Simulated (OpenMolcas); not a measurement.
# SiF2 (SMILES F[Si]F), step by step

Wanted: the energy (UHF/STO-3G), then the energy (CASSCF(2,2)/STO-3G), then a single-point energy (CASPT2(2,2)/STO-3G), then the energy (SC-NEVPT2(2,2)/STO-3G), then a single-point energy (MRCI(2,2)/STO-3G) of SiF2. 

Program for the calculation: OpenMolcas 26.06.

6 further runs of the same task are left out: 3 that didn't finish, 3 set aside as unsound or not needed.

**1. The structure to begin with**

The species is SiF2 (3 atoms), meant as a singlet with charge 0. SMILES: `F[Si]F`. The Si2–F3 distance was set to 4.004 Å, away from the relaxed value. At this shape a bond of the SMILES string is far longer than usual.

Bond lengths: F1–Si2 1.602 Å.

**2. A single-point energy at UHF/STO-3G (run 1)**

File step1.inp:

```
* F2Si Hartree-Fock
>>> EXPORT MOLCAS_PRINT=2

&GATEWAY
 BasLib=$CurrDir
 BasisSet
 F.STO-3G....
 F1 -1.368955 2.977805 -0.416802 angstrom
 F3 0.428600 -1.200400 0.100700 angstrom
 End of Basis
 BasisSet
 Si.STO-3G....
 Si2 -2.130155 1.684605 -0.976302 angstrom
 End of Basis

&SEWARD

&SCF
 UHF
 Scramble=0.25
 PrOrbitals=1 1
```

The basis set STO-3G is read from a file made from the Basis Set Exchange's data (not shown).

Run with:

```bash
export MOLCAS_MEM=1860
pymolcas step1.inp > step1.log
```

Standard output:

```text
--- Start Module: gateway ---
[...]
--- Stop Module: gateway /rc=_RC_ALL_IS_WELL_ ---
--- Start Module: seward ---
[...]
      Basis functions           19
--- Stop Module: seward /rc=_RC_ALL_IS_WELL_ ---
--- Start Module: scf ---
[...]
       Convergence after  20 Iterations
[...]
::    Total SCF energy                               -481.5542376219
[...]
      Total spin, S                                     0.6190890878
[...]
      Total electronic charge=   32.000000
      Total            charge=   -0.000000
[...]
      Dipole Moment (debye):
      Origin of the operator (angstrom)=   -1.1741    1.2262   -0.5050
                   X= -3.5881E-01               Y= -5.9275E-01               Z= -2.6177E-01           Total=  7.4069E-01
      Quadrupole Moment (debye*angstrom):
[...]
--- Stop Module: scf /rc=_RC_ALL_IS_WELL_ ---
[...]
```

It took 1.9 s on 1 thread of Arm Neoverse V1, shared host; peak memory 0.37 GiB.

**3. The energy at CASSCF(2,2)/STO-3G (run 2)**

File step2.inp:

```
* F2Si CASSCF

&GATEWAY
 BasLib=$CurrDir
 BasisSet
 F.STO-3G....
 F1 -1.368955 2.977805 -0.416802 angstrom
 F3 0.428600 -1.200400 0.100700 angstrom
 End of Basis
 BasisSet
 Si.STO-3G....
 Si2 -2.130155 1.684605 -0.976302 angstrom
 End of Basis

&SEWARD

&RASSCF
 FileOrb=$CurrDir/step1.UnaOrb
 Spin=1
 Nactel=2 0 0
 Inactive=15
 Ras2=2
 OrbListing=Nothing
```

The basis set STO-3G is read from a file made from the Basis Set Exchange's data (not shown).

Run with:

```bash
export MOLCAS_MEM=1860
pymolcas step2.inp > step2.log
```

Standard output:

```text
--- Start Module: gateway ---
[...]
--- Stop Module: gateway /rc=_RC_ALL_IS_WELL_ ---
--- Start Module: seward ---
[...]
      Basis functions           19
--- Stop Module: seward /rc=_RC_ALL_IS_WELL_ ---
--- Start Module: rasscf ---
[...]
      Number of active orbitals                  2
[...]
      Spin quantum number                      0.0
[...]
      Active orbitals                            2
[...]
      Number of CSFs                             3
[...]
      Number of root(s) required                 1
[...]
      Convergence after  7 iterations
[...]
      printout of CI-coefficients larger than  0.05 for root  1
      energy=    -481.553653
      conf/sym  11     Coeff  Weight
             1  20  -0.71486 0.51103
             3  02   0.69927 0.48897
      Natural orbitals and occupation numbers for root  1
      sym 1:   1.022056   0.977944
      ************************************************************************************************************************
      *                                                    Final results                                                     *
[...]
::    RASSCF root number  1 Total energy:   -481.55365300
[...]
      Total electronic charge=   32.000000
      Total            charge=   -0.000000
[...]
      Dipole Moment (debye):
      Origin of the operator (angstrom)=   -1.1741    1.2262   -0.5050
                   X= -3.6298E-01               Y= -5.9811E-01               Z= -2.6463E-01           Total=  7.4801E-01
      Quadrupole Moment (debye*angstrom):
[...]
--- Stop Module: rasscf /rc=_RC_ALL_IS_WELL_ ---
[...]
```

Run time: 1.6 s. Hardware: 1 thread of Arm Neoverse V1, shared host; peak memory 0.37 GiB.

**4. A single-point energy at CASPT2(2,2)/STO-3G (run 3)**

File step3.input:

```
>>> EXPORT MOLCAS_PRINT=2
&GATEWAY
BasLib = $CurrDir
BasisSet
F.STO-3G....
F1 -1.368955 2.977805 -0.416802 angstrom
F3 0.428600 -1.200400 0.100700 angstrom
End of Basis
BasisSet
Si.STO-3G....
Si2 -2.130155 1.684605 -0.976302 angstrom
End of Basis
&SEWARD
&RASSCF
FileOrb = $CurrDir/step2.RasOrb
Spin = 1
Nactel = 2 0 0
Inactive = 15
Ras2 = 2
OrbListing = Nothing
&CASPT2
Imaginary = 0.1
Frozen = 7
```

The basis set STO-3G is read from a file made from the Basis Set Exchange's data (not shown).

Run with:

```bash
export MOLCAS_MEM=1860
pymolcas step3.input > step3.log
```

Standard output:

```text
--- Start Module: gateway ---
[...]
--- Stop Module: gateway /rc=_RC_ALL_IS_WELL_ ---
[...]
      Basis functions           19
[...]
--- Start Module: rasscf ---
[...]
      Number of active orbitals                  2
[...]
      Spin quantum number                      0.0
[...]
      Active orbitals                            2
[...]
      Number of CSFs                             3
[...]
      Number of root(s) required                 1
[...]
      Convergence after  4 iterations
[...]
      printout of CI-coefficients larger than  0.05 for root  1
      energy=    -481.553653
      conf/sym  11     Coeff  Weight
             1  20  -0.71486 0.51103
             3  02   0.69927 0.48897
      Natural orbitals and occupation numbers for root  1
      sym 1:   1.022055   0.977945
      ************************************************************************************************************************
      *                                                    Final results                                                     *
[...]
::    RASSCF root number  1 Total energy:   -481.55365302
[...]
      Total electronic charge=   32.000000
      Total            charge=   -0.000000
[...]
      Dipole Moment (debye):
      Origin of the operator (angstrom)=   -1.1741    1.2262   -0.5050
                   X= -3.6296E-01               Y= -5.9810E-01               Z= -2.6462E-01           Total=  7.4799E-01
      Quadrupole Moment (debye*angstrom):
[...]
--- Stop Module: rasscf /rc=_RC_ALL_IS_WELL_ ---
--- Start Module: caspt2 ---
[...]
 ###    WARNING: User changed nr of frozen orbitals.                         ###
 ###############################################################################
[...]
      E2 (Variational):          -0.0423983352
      Total energy:            -481.5960513549
[...]
      Reference weight:           0.97497
[...]
::    CASPT2 Root  1     Total energy:   -481.59605135
[...]
--- Stop Module: caspt2 /rc=_RC_ALL_IS_WELL_ ---
[...]
```

Run time: 1.6 s. Hardware: 1 thread of Arm Neoverse V1, shared host; peak memory 0.37 GiB.

**5. A single-point energy at SC-NEVPT2(2,2)/STO-3G (run 4)**

File step4.inp:

```
>>> EXPORT MOLCAS_PRINT=2
&GATEWAY
BASLIB=$CurrDir
BASISSET
F.STO-3G....
F1 -1.368955 2.977805 -0.416802 angstrom
F3 0.428600 -1.200400 0.100700 angstrom
End of Basis
BASISSET
Si.STO-3G....
Si2 -2.130155 1.684605 -0.976302 angstrom
End of Basis
&SEWARD
&RASSCF
FILEORB=$CurrDir/step2.RasOrb
SPIN=1
NACTEL=2 0 0
INACTIVE=15
RAS2=2
ORBLISTING=Nothing
&CASPT2
SC-NEVPT2
FROZEN=7
```

The basis set STO-3G is read from a file made from the Basis Set Exchange's data (not shown).

Run with:

```bash
export MOLCAS_MEM=1860
pymolcas step4.inp > step4.log
```

Standard output:

```text
--- Start Module: gateway ---
[...]
--- Stop Module: gateway /rc=_RC_ALL_IS_WELL_ ---
[...]
      Basis functions           19
[...]
--- Start Module: rasscf ---
[...]
      Number of active orbitals                  2
[...]
      Spin quantum number                      0.0
[...]
      Active orbitals                            2
[...]
      Number of CSFs                             3
[...]
      Number of root(s) required                 1
[...]
      Convergence after  4 iterations
[...]
      printout of CI-coefficients larger than  0.05 for root  1
      energy=    -481.553653
      conf/sym  11     Coeff  Weight
             1  20  -0.71486 0.51103
             3  02   0.69927 0.48897
      Natural orbitals and occupation numbers for root  1
      sym 1:   1.022055   0.977945
      ************************************************************************************************************************
      *                                                    Final results                                                     *
[...]
::    RASSCF root number  1 Total energy:   -481.55365302
[...]
      Total electronic charge=   32.000000
      Total            charge=   -0.000000
[...]
      Dipole Moment (debye):
      Origin of the operator (angstrom)=   -1.1741    1.2262   -0.5050
                   X= -3.6296E-01               Y= -5.9810E-01               Z= -2.6462E-01           Total=  7.4799E-01
      Quadrupole Moment (debye*angstrom):
[...]
--- Stop Module: rasscf /rc=_RC_ALL_IS_WELL_ ---
--- Start Module: caspt2 ---
[...]
 ###    WARNING: User changed nr of frozen orbitals.                         ###
 ###############################################################################
[...]
      E2 (Variational):          -0.0420240247
[...]
      E2 (Variational):          -0.0420239557
      Total energy:            -481.5956769754
[...]
      Reference weight:           0.97515
[...]
::    SC-NEVPT2 Root  1     Total energy:   -481.59567698
[...]
--- Stop Module: caspt2 /rc=_RC_ALL_IS_WELL_ ---
[...]
```

Wall time 1.6 s (1 thread of Arm Neoverse V1, shared host); peak memory 0.37 GiB.

**6. The energy at MRCI(2,2)/STO-3G (run 5)**

File step5.input:

```
* F2Si MRCI

&GATEWAY
  BasLib=$CurrDir
  BasisSet
  F.STO-3G....
  F1 -1.368955 2.977805 -0.416802 angstrom
  F3 0.428600 -1.200400 0.100700 angstrom
  End of Basis
  BasisSet
  Si.STO-3G....
  Si2 -2.130155 1.684605 -0.976302 angstrom
  End of Basis

&SEWARD

&RASSCF
  FileOrb=$CurrDir/step2.RasOrb
  Spin=1
  Nactel=2 0 0
  Inactive=15
  Ras2=2
  OrbListing=Nothing

&MOTRA
  LumOrb
  Frozen=7

&GUGA
  Electrons=18
  Spin=1
  Inactive=8
  Active=2
  CIAll=1

&MRCI
  SDCI
```

The basis set STO-3G is read from a file made from the Basis Set Exchange's data (not shown).

Run with:

```bash
export MOLCAS_MEM=1860
pymolcas step5.input > step5.log
```

Standard output:

```text
--- Start Module: gateway ---
[...]
--- Stop Module: gateway /rc=_RC_ALL_IS_WELL_ ---
[...]
      Basis functions           19
[...]
      Number of active orbitals                  2
[...]
      Spin quantum number                      0.0
[...]
      Active orbitals                            2
[...]
      Number of CSFs                             3
[...]
      Number of root(s) required                 1
[...]
      Convergence after  4 iterations
[...]
      printout of CI-coefficients larger than  0.05 for root  1
      energy=    -481.553653
      conf/sym  11     Coeff  Weight
             1  20  -0.71486 0.51103
             3  02   0.69927 0.48897
      Natural orbitals and occupation numbers for root  1
      sym 1:   1.022055   0.977945
      ************************************************************************************************************************
      *                                                    Final results                                                     *
[...]
::    RASSCF root number  1 Total energy:   -481.55365302
[...]
      Dipole Moment (debye):
      Origin of the operator (angstrom)=   -1.1741    1.2262   -0.5050
                   X= -3.6296E-01               Y= -5.9810E-01               Z= -2.6462E-01           Total=  7.4799E-01
      Quadrupole Moment (debye*angstrom):
[...]
      *** WARNING: Default frozen orbitals is overwritten by user input.
      *** Default values:   4
[...]
--- Start Module: guga ---
[...]
--- Stop Module: guga /rc=_RC_ALL_IS_WELL_ ---
--- Start Module: mrci ---
[...]
       (But an ACPF correction will be computed)
       USE THE DEFAULT ACPF G-VALUE GFAC=  0.11111111111111110
[...]
                      CI ENERGY:  -481.60607115
[...]
                ACPF CORRECTION:    -0.00252261
[...]
      Total electronic charge=   32.000000
      Total            charge=   -0.000000
[...]
     ACPF CORRECTION:     -0.00252261
[...]
  CI State   1     Total energy:   -481.60607115     QDav:     -0.00285511     QACPF:     -0.00252261
[...]
--- Stop Module: mrci /rc=_RC_ALL_IS_WELL_ ---
[...]
```

It took 1.9 s on 1 thread of Arm Neoverse V1, shared host; peak memory 0.37 GiB.

**7. Summary of results**

| quantity | value |
| --- | --- |
| run 1, UHF/STO-3G: total energy | -481.55424 Eh |
| run 1, UHF/STO-3G: dipole moment | 0.74 D |
| run 1, UHF/STO-3G: HOMO energy | -3.56 eV |
| run 1, UHF/STO-3G: LUMO energy | 6.91 eV |
| run 1, UHF/STO-3G: HOMO–LUMO gap | 10.47 eV |
| run 1, UHF/STO-3G: ⟨S²⟩ | 1.002 |
| run 2, CASSCF(2,2)/STO-3G: total energy | -481.55365 Eh |
| run 2, CASSCF(2,2)/STO-3G: dipole moment (CASSCF density) | 0.75 D |
| run 3, CASPT2(2,2)/STO-3G: total energy | -481.59605 Eh |
| run 3, CASPT2(2,2)/STO-3G: dipole moment (CASSCF density) | 0.75 D |
| run 4, SC-NEVPT2(2,2)/STO-3G: total energy | -481.59568 Eh |
| run 4, SC-NEVPT2(2,2)/STO-3G: dipole moment (CASSCF density) | 0.75 D |
| run 5, MRCI(2,2)/STO-3G: total energy | -481.60607 Eh |
| run 5, MRCI(2,2)/STO-3G: dipole moment (CASSCF density) | 0.75 D |

⟨S²⟩ (run 1, UHF/STO-3G) is 1.00 where a pure singlet has 0.00: the reference is spin-contaminated. Mulliken charges (run 2, CASSCF(2,2)/STO-3G) run from -0.35 on F1 to +0.35 on Si2. Mulliken charges (run 4, SC-NEVPT2(2,2)/STO-3G) of the CASSCF density run from -0.35 on F1 to +0.35 on Si2. Mulliken charges (run 5, MRCI(2,2)/STO-3G) of the CASSCF density run from -0.35 on F1 to +0.35 on Si2.
